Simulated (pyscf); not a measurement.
This saddle point was located with ωB97X-D3(BJ)/def2-SVP in PySCF.

```xyz
5

Cl    -1.4784     1.7353     0.5276
Ge     1.1604     1.4553    -0.6788
Cl     2.0688     0.6515     1.0972
Cl    -0.6831    -0.0324    -0.7329
Cl     0.9117    -1.1345    -1.9932
```
Charge 0, spin multiplicity 1.

Surface: singlet, charge 0. Lowest wavenumbers (cm⁻¹): 179i, 80, 103, 134, 168.

Question: Name the species on either side of this saddle.

Answer: Cl–Ge:–Cl [singlet] + Cl–Cl ⇌ Cl–Cl + Cl–Ge:–Cl [singlet], a four-centre exchange read from left to right: Cl–Ge, Cl–Cl broken and Cl–Cl, Cl–Ge formed. At ωB97M-D3(BJ)/def2-TZVP it lies +26.0 kcal/mol from the left side and +26.0 kcal/mol from the right (each side as separated species at their lowest minima found). On the reactant side the descent ends in a complex, 4.9 kcal/mol under the separated species and 29.3 kcal/mol under the saddle at ωB97X-D3(BJ)/def2-TZVP. On the product side the descent ends in a complex, 4.8 kcal/mol under the separated species and 29.2 kcal/mol under the saddle at ωB97X-D3(BJ)/def2-TZVP. At the saddle there is also a short Cl–Ge contact that neither side keeps. One saddle was located; it need not be the lowest between these sides. Elements up to Kr have no core potential and no relativistic terms here.
